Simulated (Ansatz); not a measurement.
Input for Ansatz (development build ahead of 0.2.0):

```yaml
crystal:
  periodic: [false, false, false]
  atoms:
    - { symbol: C, position_ang: [-0.00981, -0.41018, -0.05348] }
    - { symbol: O, position_ang: [-0.00168, -0.39265, 1.14414] }
    - { symbol: "N", position_ang: [-0.00414, 0.68143, -0.84533] }
    - { symbol: H, position_ang: [0.00696, -1.35821, -0.64716] }
    - { symbol: H, position_ang: [0.00983, 0.5952, -1.86113] }
    - { symbol: H, position_ang: [-0.0077, 1.60743, -0.43215] }
basis:
  gaussian: { orbitals: cc-pVDZ }
hamiltonian:
  xc: hf
correlation:
  method: mp2
  frozen_orbitals: { C: 1, H: 0, "N": 1, O: 1 }
```

The input is written out in the form of the current development build from the run's settings.

The run gave:

```json
{"Converged": "yes", "Reference energy": "-168.94796 hartree", "Correlation energy": "-0.48176 hartree", "Total energy": "-169.42972 hartree", "Spin squared of the determinant": "0.000"}
```
